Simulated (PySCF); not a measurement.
**How exact exchange moves a shielding**

Molecule: `N#S(F)(F)F`, F3NS.

Geometry:
| atom | x (Å) | y (Å) | z (Å) |
| --- | --- | --- | --- |
| N1 | -1.671 | 0.406 | -0.041 |
| S2 | -1.390 | 0.504 | -1.431 |
| F3 | -0.285 | -0.378 | -2.159 |
| F4 | -2.475 | 0.224 | -2.560 |
| F5 | -0.896 | 1.847 | -2.128 |

GIAO shieldings (ppm, equivalent atoms averaged) in PySCF 2.14.0 with density-fitted response routines on the PBE0-D3(BJ)/def2-SVP geometry, basis pcSseg-2, gas phase, non-relativistic:

```tsv
functional	exact exchange (%)	σ(N1)	σ(S2)	σ(F3/F4/F5)
BLYP	0	52.1	313.3	41.1
BP86	0	55.8	323.8	42.0
PBE	0	56.7	326.1	41.6
B3LYP	20	55.0	321.7	55.9
PBE0	25	60.9	336.4	60.8
mPW1PW91	25	59.1	334.0	60.6
HF	100	81.5	375.4	119.2
```

Question: Fit each shielding as a line in the percentage of exact exchange.

Answer: σ(N1) = 53.6 + 0.27 x (rms 2.2 ppm); σ(S2) = 319.6 + 0.55 x (rms 5.2 ppm); σ(F3/F4/F5) = 41.3 + 0.78 x (rms 0.5 ppm). The functionals also differ in their semilocal parts, which the line can't hold; Hartree–Fock has no correlation at all.

Question: What does the line predict for BHandHLYP (50 %), and what does the run give?

Answer: σ(N1): 67.1 predicted, 61.8 computed; σ(S2): 347.1 predicted, 339.1 computed; σ(F3/F4/F5): 80.3 predicted, 78.6 computed ppm.
